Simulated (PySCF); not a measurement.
## Working out the ionisation energy of Si

Si [Ne] 3s2 3p2 (3P) → Si⁺ [Ne] 3s2 3p1 (2P). All numbers are calculated (PySCF 2.14, the spin-free X2C one-electron Hamiltonian (Gaussian nucleus), in cc-pVTZ-DK (5s4p2d1f, 34 functions)). Frozen: [Ne]. Energies in hartree (1 hartree = 27.21139 eV):

```json
{"part": "UHF", "Si (lower)": "-289.458977", "Si⁺ (upper)": "-289.178594"}
{"part": "CCSD correlation", "Si (lower)": "-0.074165", "Si⁺ (upper)": "-0.058357"}
{"part": "(T)", "Si (lower)": "-0.002437", "Si⁺ (upper)": "-0.001074"}
```

Question: What does Hartree-Fock give?

Answer: (-289.178594) − (-289.458977) = 0.280383 hartree = 7.630 eV.

Question: What do CCSD and CCSD(T) give?

Answer: The CCSD correlation energies differ by 0.015808 hartree = 0.430 eV and the triples by 0.001363 hartree = 0.037 eV, so CCSD gives 8.060 eV and CCSD(T) 8.097 eV.

Measured between the centres of the two terms (NIST): 8.157 eV, so CCSD(T) (valence) is off by -0.060 eV.

What remains against the reference includes basis incompleteness, the frozen core and higher excitations.
